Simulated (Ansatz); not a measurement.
Two isomers of C5H8: A = `C=CC(=C)C`, B = `C=C=CCC`.

Program: Ansatz. Geometries: PBE0-D4/def2-TZVP. ΔE: electronic, gas phase. CCSD(T)/CBS is the MP2 limit (def2-TZVPP, def2-QZVPP) plus CCSD(T) − MP2 in def2-TZVPP, frozen cores. Functionals use def2-TZVPP. B3LYP here is the variant with VWN-RPA as its local correlation; programs differ in this. One conformer a species, not always the lowest.

Which is lower in electronic energy at CCSD(T)/CBS, and by how much? (Estimate.)

Computed: A, by 66.3 kJ/mol.

Give E(B) − E(A) in kJ/mol with CCSD(T)/def2-TZVPP, PBE0-D4, ωB97M-V, CCSD/def2-TZVPP, B3LYP-D4, CCSD(T)/def2-SVP, HF/def2-TZVPP. (Estimate.)

Computed: CCSD(T)/def2-TZVPP 65.5, PBE0-D4 59.4, ωB97M-V 58.5, CCSD/def2-TZVPP 63.3, B3LYP-D4 61.0, CCSD(T)/def2-SVP 64.3, HF/def2-TZVPP 62.4. None reverses the order clearly.

Does the order hold for the free energy at 298.15 K (harmonic terms from PBE0-D4)? (Estimate.)

Ansatz gave: Yes: G(B) − G(A) = +61.8 kJ/mol, for one conformer each.

Largest T1 diagnostic: 0.011.

In def2-TZVPP, CCSD(T) changes the Hartree–Fock value by +3.0 kJ/mol (the triples alone add +2.1 kJ/mol) and MP2 by +5.1 kJ/mol. The D4 term adds +4.8 kJ/mol with B3LYP and +2.4 kJ/mol with PBE0; it sums over pairs of atoms, weighted by their polarisabilities, and B3LYP, whose exchange is more repulsive, gets the larger term.
